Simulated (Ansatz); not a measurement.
**C3HClF (charge +1): two geometries relaxed**

All numbers below are computed with Ansatz 0.2.0 (RKS PBE/def2-SVP).

## (1) The structure to begin with

Bond lengths: F1–C2 1.237 Å, C2–C3 1.220 Å, C3–C4 1.366 Å, C4–Cl5 1.626 Å, C4–H6 1.095 Å. Angles: F1–C2–C3 177.7°, C2–C3–C4 178.9°, C3–C4–Cl5 124.1°, C3–C4–H6 117.2°, Cl5–C4–H6 118.7°.

As a file:

```xyz
6

F    -0.3290   -2.7277    0.2958
C    -0.1784   -1.5065    0.1676
C    -0.0019   -0.3022    0.0801
C     0.1787    1.0468   -0.0385
Cl   -0.4715    1.9527   -1.2214
H     0.8021    1.5368    0.7164
```

## (2) Relaxing end A

input.yaml

```yaml
crystal:
  periodic: [false, false, false]
  atoms:
    - { symbol: F, position_ang: [-0.32896, -2.72768, 0.29579] }
    - { symbol: C, position_ang: [-0.17842, -1.50645, 0.16761] }
    - { symbol: C, position_ang: [-0.00187, -0.30219, 0.08011] }
    - { symbol: C, position_ang: [0.17873, 1.04683, -0.03851] }
    - { symbol: Cl, position_ang: [-0.47154, 1.95272, -1.22143] }
    - { symbol: H, position_ang: [0.80205, 1.53677, 0.71643] }
total_charge: 1
basis:
  gaussian: { orbitals: def2-SVP }
hamiltonian:
  xc: pbe
relax:
  f_tol: 0.02
  max_steps: 50
```

The run is started by

```console
$ ansatz run input.yaml --threads 1 --pin off --max-ram 2048MiB --backend cpu --events-out ev --progress --plain --runs-dir out
```

**Question.** How long does this run take on 1 thread of Intel Xeon 6975P-C (Granite Rapids), shared host, and how much memory does it need?

About 7.4 s, with a peak of 0.15 GiB.
